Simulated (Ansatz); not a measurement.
Consider a rigid torsion scan of C3H5ClO, SMILES C=C(Cl)CO (Ansatz 0.2.0, Python API).

The script, `c3h5clo.py`:
```python
# -*- coding: utf-8 -*-
"""Rigid torsion scan of C3H5ClO."""

import ansatz as az
from ase import Atoms

BASIS_SET = "def2-SVP"
XC = "HF"
FMAX = 0.02

atoms = Atoms(["C", "C", "Cl", "C", "O", "H", "H", "H", "H", "H"], positions=[
    (1.5896, -0.275, 0.1423),
    (0.4041, 0.3463, 0.1186),
    (0.2348, 1.8959, 0.8752),
    (-0.8324, -0.1886, -0.5415),
    (-1.8465, -0.4349, 0.4262),
    (2.452, 0.1644, 0.6338),
    (1.7249, -1.2461, -0.3226),
    (-0.6351, -1.13, -1.0642),
    (-1.2187, 0.524, -1.2779),
    (-1.8726, 0.3441, 1.01),
])

# start the scan from a relaxed geometry
first = (
    az.Crystal.molecule_from_ase(atoms).calculation()
    .basis(gaussian=BASIS_SET)
    .functional(XC)
    .scf(lower_state_search="off")
    .relax(force_tolerance=FMAX, max_steps=80)
)
atoms.positions = first.run().report["positions_ang"]

start = atoms.get_dihedral(0, 1, 3, 4)
energies = {}
for turn in range(0, 360, 40):
    turned = atoms.copy()
    turned.set_dihedral(0, 1, 3, 4, start + turn, indices=[3, 4, 7, 8, 9])
    base = (
        az.Crystal.molecule_from_ase(turned).calculation()
        .basis(gaussian=BASIS_SET)
        .functional(XC)
        .scf(lower_state_search="off")
    )
    energies[round((start + turn) % 360)] = base.run().report["free_energy_ev"]
floor = min(energies.values())
print("dihedral C0-C1-C3-O4 (deg)   E - E(min) (eV)")
for angle, e in sorted(energies.items()):
    print(f"{angle:8d} {(e - floor):14.3f}  " + "#" * int(30 * (e - floor) / max(max(energies.values()) - floor, 1e-9)))
```

Where along the turn do the lowest and the highest point lie, and how far apart are they?

The lowest point is at 1° and the highest at 321°, 0.194 eV (18.7 kJ/mol) above it, with the rest of the molecule held.

The output:

```console
$ python c3h5clo.py
dihedral C0-C1-C3-O4 (deg)   E - E(min) (eV)
       1          0.000
      41          0.096  ##############
      81          0.140  #####################
     121          0.006
     161          0.181  ###########################
     201          0.188  #############################
     241          0.054  ########
     281          0.186  ############################
     321          0.194  ##############################
```

These settings explore the input space; basis and method may be short of convergence. The scan is rigid and the energies are electronic, in a modest basis. With rigid groups the curve can differ much from the relaxed path, the start wasn't checked as a minimum of this torsion, and equivalent turns needn't return to the same energy. Hardware and time: 24 s on 1 thread of Arm Neoverse V1, with other jobs on the host, peak memory 0.26 GiB.

(A comment or docstring line of the script was reworded after the run, the code is as it ran; lines on the test bed's own set-up are left out of the output.)
